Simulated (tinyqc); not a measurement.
Starting guesses with DIIS over 6 matrices: SCF starting guesses in the sto-3g basis, for NH, spin multiplicity 3. Computed by the program tinyqc with PySCF. 

Geometry (angstrom):
```
atom,x,y,z
N,0.0000,0.0000,0.0000
H,0.0000,0.0000,1.6190
```

lowest solution found by these runs and by PySCF with stability checks = -54.198648 hartree

UHF with one setting changed at a time; a run stops when the energy changes by less than 1e-09 hartree and the error matrix is below 1e-5. Starts: the lowest orbitals of the core Hamiltonian, of the Wolfsberg-Helmholz matrix (K = 1.75), projected atomic densities, random orbitals, and the highest orbitals of the core Hamiltonian (a deliberately bad start).

Largest element of the error matrix X^T (FDS - SDF) X:
```
iteration,core,Wolfsberg-Helmholz,atomic densities,random,highest core orbitals
1,1.6e-01,2.0e-01,1.9e-01,6.2e+00,1.1e-01
2,1.6e-01,6.2e-02,3.3e-02,2.0e-01,3.5e-01
3,5.2e-02,2.9e-02,3.4e-02,1.9e-01,3.1e-01
4,3.9e-02,3.3e-02,3.8e-02,8.7e-02,2.5e-01
5,4.3e-02,1.1e-02,1.2e-02,5.4e-02,2.1e-01
6,6.4e-03,2.0e-03,8.5e-03,2.9e-02,1.9e-01
8,2.2e-03,6.1e-05,5.5e-04,3.2e-03,2.8e-01
10,5.2e-05,4.7e-07,4.9e-05,7.4e-04,8.1e-02
14,-,-,-,8.5e-07,7.6e-03
20,-,-,-,-,4.1e-06
```

How each run ends:
```
run,iterations,E (hartree),state
core,12,-54.13792,higher
Wolfsberg-Helmholz,11,-54.13792,higher
atomic densities,12,-54.13792,higher
random,14,-54.19865,lowest found
highest core orbitals,21,-54.02953,higher
```

1 of 5 runs reach the lowest solution found, in 14 to 14 iterations (fastest: random). Ending on a higher stationary point: core, Wolfsberg-Helmholz, atomic densities, highest core orbitals; a small error matrix cannot reveal that, and an occupation fixed by the start is kept by symmetry or by the shape of the basin. The first errors are 2e-01, 2e-01, 2e-01, 6e+00, 1e-01; the deliberately bad start has the smallest one, so a small first error does not mark a good start.
